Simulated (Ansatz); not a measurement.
This script drives Ansatz 0.2.0, Python API.

`run_freq.py`
```python
from dataclasses import dataclass

import ansatz as az
from ase import Atoms
from ase.thermochemistry import IdealGasThermo
import numpy as np


@dataclass
class Options:
    basis: str = "cc-pVDZ"
    functional: str = "b3lyp"


opts = Options()


def main() -> None:
    bh2o2 = (
        az.Crystal.molecule()
        .atom("O", (-1.2236, -0.3527, -0.2499))
        .atom("B", (-0.2889, 0.4031, 0.5425))
        .atom("O", (0.9801, -0.2014, 0.805))
        .atom("H", (-1.0123, -0.0138, -1.1959))
        .atom("H", (1.5945, 0.0912, 0.0568))
    )

    calc = (
        bh2o2.calculation()
        .basis(gaussian=opts.basis)
        .functional(opts.functional)
        .spin("collinear", total=1)
    )
    symbols = [site.symbol for site in bh2o2.cartesian_sites]
    start = np.array([site.position_ang for site in bh2o2.cartesian_sites], dtype=float)
    def progress(event):
        if event["event"] == "relax_step":
            row = event["data"]
            print(f"step {row['step']:3d}  E = {row['lagrangian_ev']:.6f} eV  max force {row['allowed_force_max_ev_ang']:.4f} eV/A")


    report = calc.relax(force_tolerance=0.003).session().plan().execute(on_event=progress).report
    end = np.array(report["positions_ang"])

    print("bond        before    after (A)")
    for i, j in [(0, 1), (0, 3), (1, 2), (2, 4)]:
        d0, d1 = (np.linalg.norm(xyz[i] - xyz[j]) for xyz in (start, end))
        print(f"{symbols[i]}{i}-{symbols[j]}{j}".ljust(10), f"{d0:8.4f} {d1:8.4f}")
    for i, j, k in [(1, 0, 3), (0, 1, 2), (1, 2, 4)]:
        u, v = end[i] - end[j], end[k] - end[j]
        print(f"angle {symbols[i]}{i}-{symbols[j]}{j}-{symbols[k]}{k}: {np.degrees(np.arccos(np.clip(u @ v / np.linalg.norm(u) / np.linalg.norm(v), -1, 1))):.2f} deg")

    minimum = az.Crystal.molecule()
    for symbol, xyz in zip(symbols, end):
        minimum = minimum.atom(symbol, xyz.tolist())
    vibrating = (
        minimum.calculation()
        .basis(gaussian=opts.basis)
        .functional(opts.functional)
        .spin("collinear", total=1)
        .phonons(temperatures=(100, 500, 100))
    )
    vib = vibrating.run(threads=1).report["vibrations"]
    sums = vib["harmonic_sums"]
    modes = [m["omega_inv_cm"] for m in sums["modes_at_gamma"] if m["rigid_motion"] == "no"]
    for number, w in enumerate(modes, start=1):
        print(f"mode {number:2d} {w:9.1f} 1/cm {w / 8065.544 * 1000:8.2f} meV")
    print("imaginary modes:", sum(w < 0 for w in modes), " zero-point energy:", round(sums["zero_point_energy_ev"], 4), "eV")
    gas = IdealGasThermo(vib_energies=[w / 8065.544 for w in modes if w > 0], geometry="linear" if len(modes) == 3 * len(symbols) - 5 else "nonlinear",
                         atoms=Atoms(symbols, positions=end), symmetrynumber=1, spin=0.5)
    print(f"H(298 K) - E = {gas.get_enthalpy(298.15, verbose=False):.4f} eV")
    print(f"S(298 K, 1 bar) = {96485.33 * gas.get_entropy(298.15, 1e5, verbose=False):.1f} J/(mol K) with symmetry number 1")


if __name__ == "__main__":
    main()
```

It is started by `python run_freq.py`. Estimate its wall time and peak memory on 1 thread of Arm Neoverse V2 (shared host).

It took about 30 s, with a peak of 0.24 GiB, for 2 runs of the engine.

```console
$ python run_freq.py
step   1  E = -4802.607083 eV  max force 2.6408 eV/A
step   2  E = -4802.873204 eV  max force 1.2316 eV/A
step   3  E = -4803.155349 eV  max force 1.3542 eV/A
step   4  E = -4803.480474 eV  max force 1.3075 eV/A
step   5  E = -4803.725096 eV  max force 0.7245 eV/A
step   6  E = -4803.813889 eV  max force 0.2441 eV/A
step   7  E = -4803.815830 eV  max force 0.0546 eV/A
step   8  E = -4803.816055 eV  max force 0.0039 eV/A
step   9  E = -4803.816056 eV  max force 0.0005 eV/A
bond        before    after (A)
O0-B1        1.4397   1.3580
O0-H3        1.0268   0.9653
B1-O2        1.4299   1.3580
O2-H4        1.0114   0.9653
angle B1-O0-H3: 112.13 deg
angle O0-B1-O2: 119.65 deg
angle B1-O2-H4: 112.13 deg
mode  1     431.0 1/cm    53.44 meV
mode  2     474.9 1/cm    58.87 meV
mode  3     526.7 1/cm    65.30 meV
mode  4     949.5 1/cm   117.72 meV
mode  5     967.0 1/cm   119.90 meV
mode  6    1216.0 1/cm   150.77 meV
mode  7    1437.2 1/cm   178.19 meV
mode  8    3849.1 1/cm   477.23 meV
mode  9    3851.4 1/cm   477.52 meV
imaginary modes: 0  zero-point energy: 0.8495 eV
H(298 K) - E = 0.9750 eV
S(298 K, 1 bar) = 259.8 J/(mol K) with symmetry number 1
```

Caveats:
- Total energies depend on the basis set; only differences at equal settings carry meaning.
- The frequencies are harmonic and unscaled, in a modest basis. The result belongs to the one conformer reached from this start, and soft torsions count as harmonic oscillators.
- The species is open-shell (spin multiplicity 2).
- b3lyp holds the VWN-RPA fit, as in Gaussian; the form of ORCA and Turbomole is b3lyp5.
- The entropy takes a symmetry number of 1; a symmetric molecule's is lower by R ln(sigma).

(Lines on the test bed's own set-up are left out of the output.)
